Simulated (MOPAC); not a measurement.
MOPAC input (PM3):

```
PM3 1SCF GEO-OK AUX(PRECISION=9) THREADS=1
C3H3N

C    -0.16236090 1   -1.63160929 1    0.00472890 1
C     0.56869988 1   -0.51929546 1   -0.00222610 1
C    -0.00500061 1    0.78581138 1   -0.00177715 1
H    -1.24346061 1   -1.60018079 1    0.01115878 1
H     0.31248639 1   -2.60293919 1    0.00410686 1
H     1.65159121 1   -0.55725999 1   -0.00865172 1
N    -0.44694960 1    1.85013432 1   -0.00156684 1
```

From the last part of the output:

```
                                                       MOPAC v23.2.5 Linux

          FINAL HEAT OF FORMATION =         50.51156 KCAL/MOL =     211.34036 KJ/MOL

          COSMO AREA              =         97.07 SQUARE ANGSTROMS
          COSMO VOLUME            =         78.99 CUBIC ANGSTROMS

          IONIZATION POTENTIAL    =         10.909410 EV
          HOMO LUMO ENERGIES (EV) =        -10.909 -0.176
          NO. OF FILLED LEVELS    =         10
          MOLECULAR WEIGHT        =         53.0634         POINT GROUP:  Cs

          MOLECULAR DIMENSIONS (Angstroms)

            Atom       Atom       Distance
            N     7    H     5     4.51737
            H     6    H     4     3.02924
            H     4    C     3     0.00000

          SCF CALCULATIONS        =          1

   ATOM   CHEMICAL          X               Y               Z
  NUMBER   SYMBOL      (ANGSTROMS)     (ANGSTROMS)     (ANGSTROMS)

     1       C         -0.16236090  *  -1.63160929  *   0.00472890  *
     2       C          0.56869988  *  -0.51929546  *  -0.00222610  *
     3       C         -0.00500061  *   0.78581138  *  -0.00177715  *
     4       H         -1.24346061  *  -1.60018079  *   0.01115878  *
     5       H          0.31248639  *  -2.60293919  *   0.00410686  *
     6       H          1.65159121  *  -0.55725999  *  -0.00865172  *
     7       N         -0.44694960  *   1.85013432  *  -0.00156684  *

                             CARTESIAN COORDINATES

   1    C       -0.162360900    -1.631609290     0.004728900
   2    C        0.568699880    -0.519295460    -0.002226100
   3    C       -0.005000610     0.785811380    -0.001777150
   4    H       -1.243460610    -1.600180790     0.011158780
   5    H        0.312486390    -2.602939190     0.004106860
   6    H        1.651591210    -0.557259990    -0.008651720
   7    N       -0.446949600     1.850134320    -0.001566840

           Empirical Formula: C3 H3 N  =     7 atoms

      MOLECULAR POINT GROUP   :   Cs

                  EIGENVALUES
 -35.32379 -29.69056 -22.77548 -18.24058 -16.54348 -13.95056 -13.66146 -12.68635
 -12.44448 -10.90941  -0.17637   1.45803   1.93132   2.22868   3.03223   3.43108
   4.51351   4.88211   6.75217

              NET ATOMIC CHARGES AND DIPOLE CONTRIBUTIONS

  ATOM NO.   TYPE          CHARGE      No. of ELECS.   s-Pop       p-Pop
    1          C          -0.097770        4.0978     1.18245     2.91532
    2          C          -0.024336        4.0243     1.14162     2.88272
    3          C          -0.116983        4.1170     1.25496     2.86202
    4          H           0.092150        0.9079     0.90785
    5          H           0.089427        0.9106     0.91057
    6          H           0.114845        0.8852     0.88516
    7          N          -0.057333        5.0573     1.74201     3.31532
 DIPOLE           X         Y         Z       TOTAL
 POINT-CHG.     0.631    -2.258     0.001     2.344
 HYBRID         0.370    -0.817    -0.000     0.897
 SUM            1.001    -3.075     0.001     3.234

          ATOMIC ORBITAL ELECTRON POPULATIONS

     Atom    s        px        py        pz
    1  C   1.18245   1.00067   0.96655   0.94810
    2  C   1.14162   0.97877   0.86610   1.03785
    3  C   1.25496   0.94883   0.95401   0.95919
    4  H   0.90785
    5  H   0.91057
    6  H   0.88516
    7  N   1.74201   1.08476   1.17571   1.05486

 **********************
 *                    *
 * JOB ENDED NORMALLY *
 *                    *
 **********************

 == MOPAC DONE ==
```
